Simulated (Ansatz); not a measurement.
Born–Oppenheimer molecular dynamics of CH$_{5}$FSi (8 atoms, charge 0, multiplicity 1). It starts from a rough guess of a transition structure, not a stationary point.

These are results of Ansatz, UHF/def2-SVP, not measurements.

| Property | Result |
| --- | --- |
| ensemble | NVE (velocity Verlet) |
| time step | 0.5 fs |
| steps asked | 150 |
| starting velocities drawn for | 300 K |
| seed | 162729 |

First frame:

```xyz
8
Properties=species:S:1:pos:R:3
Si -0.860 -0.011 -0.163
C 0.857 -0.689 0.291
H -1.250 0.868 -1.389
F -0.905 1.964 -0.983
H -1.479 0.386 1.105
H 1.551 -0.592 -0.541
H 0.790 -1.748 0.533
H 1.295 -0.178 1.148
```

(1) How far do the bonds stretch over the last three quarters of this one trajectory? (Pairs bonded in most of those frames.)

## Answers

(1) 
```tsv
bond	mean (Å)	spread (Å)	shortest	longest
Si1–C2	1.934	0.067	1.84	2.03
Si1–H5	1.528	0.022	1.49	1.57
C2–H6	1.098	0.008	1.08	1.11
C2–H7	1.100	0.013	1.08	1.13
C2–H8	1.093	0.005	1.08	1.10
H3–F4	0.927	0.060	0.83	1.01
```

Mean temperature of the second half: 1493 K. The conserved energy stayed within 0.88 meV per atom of its start (net change 0.28 meV per atom), so the integration is sound. The system heated up, since it started high on the potential surface and ran downhill. A run of 0.075 ps of so small a system gives no equilibrium averages.

Run time: 2.5 min on 1 thread of Intel(R) Xeon(R) 6975P-C (Granite Rapids) (shared host), peak memory 0.16 GiB.
